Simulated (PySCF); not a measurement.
Molfile (atoms numbered from 1):
```
C2H5ClO2S
     RDKit          3D

 11 10  0  0  0  0  0  0  0  0999 V2000
   -1.2755    0.2953   -0.3863 C   0  0  0  0  0  0  0  0  0  0  0  0
   -0.2788   -0.3500    0.5463 C   0  0  0  0  0  0  0  0  0  0  0  0
    1.4118   -0.2697   -0.0414 S   0  0  0  0  0  6  0  0  0  0  0  0
    1.4604   -0.6864   -1.4265 O   0  0  0  0  0  0  0  0  0  0  0  0
    2.2954   -0.8294    0.9569 O   0  0  0  0  0  0  0  0  0  0  0  0
    1.7058    1.8152   -0.0092 Cl  0  0  0  0  0  0  0  0  0  0  0  0
   -2.2856    0.1921    0.0354 H   0  0  0  0  0  0  0  0  0  0  0  0
   -1.2553   -0.1841   -1.3744 H   0  0  0  0  0  0  0  0  0  0  0  0
   -1.0620    1.3662   -0.5103 H   0  0  0  0  0  0  0  0  0  0  0  0
   -0.4268   -1.4386    0.6452 H   0  0  0  0  0  0  0  0  0  0  0  0
   -0.2515    0.0874    1.5545 H   0  0  0  0  0  0  0  0  0  0  0  0
  1  2  1  0
  2  3  1  0
  3  4  2  0
  3  5  2  0
  3  6  1  0
  1  7  1  0
  1  8  1  0
  1  9  1  0
  2 10  1  0
  2 11  1  0
M  END
```

Method: structure optimised with PBE0-D3(BJ)/def2-SVP, shieldings: GIAO KT3/pcSseg-2, in PySCF 2.14.0 with density-fitted response routines (no solvent model, no relativistic terms, averaged over atoms made equivalent by symmetry, fast rotation or ring inversion, one conformer).

Shifts are taken against calculated references (same method and geometry level): TMS for 13C and 1H; CS2 for 33S; 17O against H2O; 35Cl vs HCl.

| atoms | nucleus | count | δ (ppm) |
| --- | --- | --- | --- |
| H7/H8/H9 | 1H | 3 | ? |
| C1 | 13C | 1 | 12.3 |
| Cl6 | 35Cl | 1 | ? |
| O4/O5 | 17O | 2 | 321.5 |
| C2 | 13C | 1 | 65.0 |
| S3 | 33S | 1 | 370 |
| H10/H11 | 1H | 2 | 3.25 |

**Question.** Complete the table.

**Answer.** 
- H7/H8/H9: 1.55 ppm, hydrogen on a methyl carbon
- Cl6: 592 ppm, chlorine bonded to S

Shifts are as computed, not scaled to solution data. Of 1211 compounds with measured shifts, 218 miss one by over three times the rms of a fit or turn the order of signals round; such compounds aren't used in these exercises. Unscaled 17O shifts of doubly bonded oxygen tend to come out too high, by tens of ppm or more. Experimental scales use liquid or dissolved standards, which lie at an offset from isolated H2O (liquid H2O: subtract about 36 ppm).
